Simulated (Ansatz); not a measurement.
# SiN2H+ (triplet): the correlation ladder, cc-pVTZ

The task here is to estimate one member of a computed series from the others.

Computed with Ansatz 0.2.0, Gaussian basis. Level: cc-pVTZ, core rule «outside noble gas», up to 7 orbitals frozen.

To be run: UHF; CCSD(T) on ROHF; CCSD(T) on UHF; BCCD(T) on ROHF; CCSDT(Q) on ROHF; CCSDT(Q) on UHF.

5 further runs of the same task are left out: 5 set aside as unsound or not needed.

### The system

The geometry is a PBE0/def2-TZVP stationary point (not a proven minimum) of the parent state, kept for this charge and spin.

4 atoms, charge 1, spin multiplicity 3.

Atoms are counted from 1 here; the program's logs count them from 0.

Bond lengths: N1–Si2 1.573 Å, N1–H4 1.008 Å, Si2–N3 1.633 Å. Angles: Si2–N1–H4 130.0°, N1–Si2–N3 168.7°.

Geometry (Å):

```
atom     x (Å)     y (Å)     z (Å)
  N1  -0.00002  -0.25073   1.00024
 Si2  -0.00006  -0.03846  -0.55802
  N3   0.00001  -0.13800  -2.18835
  H4   0.00007   0.42719   1.74614
```

The first run:

in.yaml

```yaml
crystal:
  periodic: [false, false, false]
  atoms:
    - {symbol: N, position_ang: [-0.000015, -0.250733, 1.000239]}
    - {symbol: Si, position_ang: [-0.000065, -0.038456, -0.558024]}
    - {symbol: N, position_ang: [0.000006, -0.137998, -2.188354]}
    - {symbol: H, position_ang: [0.000075, 0.427188, 1.746138]}
basis:
  gaussian: {orbitals: cc-pVTZ}
total_charge: 1
magnetization: {spin_polarized: true, initial_magnetization: 2}
hamiltonian: {xc: hf}
output: {orbitals: {seedname: orbitals}}
```

Launch:

```sh
$ ansatz run in.yaml --threads 1 --pin off --events-out ev --progress --plain --max-ram 2560MiB --backend cpu
```

Among the steps run: UHF; CCSD(T) on ROHF; CCSD(T) on UHF; BCCD(T) on ROHF; CCSDT(Q) on ROHF; CCSDT(Q) on UHF.

One table of the session follows, with a row left open; its other results are not shown here.

```
   method  from RCCSDT(Q) (meV)
     ROHF              +13368.7
      UHF              +12857.8
     RMP2               +1514.3
     UMP2               +2362.2
    RCCSD                +902.4
    UCCSD                     ?
 RCCSD(T)                +153.1
 UCCSD(T)                +232.0
  BCCD(T)                +166.4
   RCCSDT                 +85.2
   UCCSDT                 +98.4
RCCSDT(Q)                     0
UCCSDT(Q)                 -23.5
```

Q: Estimate the row for UCCSD from the others.

**Answer.** from RCCSDT(Q) (meV): +905.4. In the column «from RCCSDT(Q) (meV)» it lies between RCCSD (+902.4) and RMP2 (+1514.3).

Caveats from the session: The determinant is far from a pure spin state, so its energy mixes those of several spin states (harmless only where they are near-degenerate, as at dissociation). Warnings: spin contamination; large T1 diagnostic. Restricted and unrestricted rows rest on different reference determinants; where their highest levels disagree by more than a few hundredths of an eV, they describe different states and don't form one ladder.
